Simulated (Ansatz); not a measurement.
The input, for Ansatz 0.2.0:

```yaml
crystal:
  periodic: [false, false, false]
  atoms:
    - {symbol: B, position_ang: [0.117621, -1.363033, 0.089837]}
    - {symbol: Ge, position_ang: [-0.047254, 0.146730, 1.255789]}
    - {symbol: Ga, position_ang: [0.029367, 0.048819, -1.283702]}
    - {symbol: H, position_ang: [0.112475, 0.668129, -2.667008]}
basis:
  gaussian: {orbitals: cc-pVDZ}
magnetization: {spin_polarized: true, initial_magnetization: 1}
hamiltonian: {xc: {name: r2SCAN}}
```

```sh
$ ansatz run in.yaml --threads 1 --pin off --events-out ev --progress --plain --max-ram 2393MiB
```

Output:

```
965 factors; their error is unknown
mean field evaluation 1: about -109577.8940 eV, gradient 2.7e1 eV
mean field evaluation 2: about -109557.8028 eV, gradient 4.7e1 eV
mean field evaluation 4: about -109582.6034 eV, gradient 6.2e0 eV
mean field evaluation 8: about -109582.9421 eV, gradient 9.9e-2 eV
mean field evaluation 16: about -109582.9228 eV, gradient 1.9e-3 eV
mean field evaluation 32: about -109582.7668 eV, gradient 1.6e0 eV
mean field -109582.92279270 eV, -4027.0981346589 hartree, gradient 2.5e-5 eV, S^2 0.770335; 7 other end points of the search recorded, 0 dependent functions left out
reference -109582.92280520 eV, -4027.0981351181 hartree; 35, 34 occupied and 38, 39 virtual orbitals, 965 factors
Total energy: -109582.92280520 eV, -4027.0981351181 hartree
```

Ran on 1 thread of AMD EPYC, shared host: 27 s wall, 0.18 GiB peak host memory.
